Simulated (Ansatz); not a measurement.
We consider diamond-structure Ge, described by G0W0@r²SCAN (plane waves, hard PAW, contour deformation; Ansatz, a quantum-chemistry and plane-wave program).

The same calculation (at the measured cell, 22.641 Å³/atom) with different numerical settings; throughout: k mesh 2×2×2:

```
run  response cutoff (eV)  empty bands  quasiparticle gap on the mesh (eV)  quasiparticle gap at Γ (eV)   rough time
---  --------------------  -----------  ----------------------------------  ---------------------------  -----------
1                     100          189                               0.862                        1.190    20 core-s
2                     150          347                               0.864                        1.127    40 core-s
3                     200          534                               0.864                        1.098    60 core-s
4                     250          747                               0.865                        1.083   100 core-s
5                     300          982                               0.863                        1.071   4 core-min
6                     400         1511                               0.862                        1.058  10 core-min
7                     500         2112                               0.864                        1.057  20 core-min
```

In the column quasiparticle gap at Γ (eV) the first row differs from the last by +0.133 and the next to last by +0.001.

The last row is no converged limit: other settings stay fixed.

Spin–orbit coupling is not included.

Note: filled d or f shells below the valence bands can shift G0W0 gaps through exchange with them, which wasn't tested here.
